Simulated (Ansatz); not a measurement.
`C=C=C(C)Cl`, charge 0, multiplicity 1.

(1) Give a relaxed structure at PBE0-D4/def2-TZVP (Ansatz 0.2.0). (An estimate is asked.)

## Answers

(1) Computed: 
Cartesian coordinates in Å:
```
C 0.0446 -2.0466 -0.5491
C -0.0777 -0.8870 0.0235
C -0.1927 0.2828 0.5788
C 0.1429 1.5898 -0.0523
Cl -0.7912 0.3899 2.2150
H 0.9643 -2.6196 -0.4742
H -0.7706 -2.4848 -1.1176
H -0.7388 2.2348 -0.0840
H 0.9121 2.1061 0.5276
H 0.5071 1.4345 -1.0679
```
Point group Cs.
This is one stationary point; other conformers may exist.
